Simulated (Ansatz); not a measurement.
H$_{2}$Si–Si, triplet: the ladder up to full CI

Geometry: that of the H2Si–Si, singlet, kept fixed. The singlet lies 0.7 eV lower here.

```xyz
4

Si    0.0000    0.0000    1.0300
Si    0.0000    0.0000   -1.1633
H     0.0000    1.2361    1.8580
H     0.0000   -1.2361    1.8580
```

Basis 6-31G; Ansatz 0.2.0. Only valence electrons are correlated (noble-gas cores frozen), which leaves 10 electrons in 20 orbitals. Prefix R: restricted or restricted open-shell reference; prefix U: unrestricted. Active spaces: valence = (10e, 10o) chosen from the atoms' valence shells.

Full CI is exact within this basis and frozen core; it isn't the basis-set limit. The frozen core follows each run's orbitals, which can shift R against U totals by a few meV.

For open shells CISD is restricted-active-space CI with the open shells as a complete middle space.

- UHF ⟨S²⟩: 2.011
- T1 diagnostic (RCCSD): 0.0178
- largest doubles amplitude (RCCSD): 0.053
- T1 diagnostic (UCCSD): 0.0156

**Question.** From what is known of these methods and the diagnostics, rank them by the size of their error in total energy against full CI in 6-31G, smallest first (an estimate: the text doesn't fix the numbers).
A. UCCSDT
B. RHF
C. CISD
D. RMP2
E. MRCISD (valence space)

**Answer.** A (0.10 kcal/mol), E (0.91 kcal/mol), C (5.28 kcal/mol), D (18.43 kcal/mol), B (65.75 kcal/mol).

All errors are against full CI in 6-31G. Within each family the higher level lies nearer, as is usual though not guaranteed.

The full-CI state has the irrep A2 of C2v, in the program's axes.

Natural occupations of full CI about the gap: 1.974 1.963 1.962 1.934 0.994 0.986 0.046 0.045 0.029 0.025; effectively unpaired electrons, Σ n²(2−n)², 2.05.
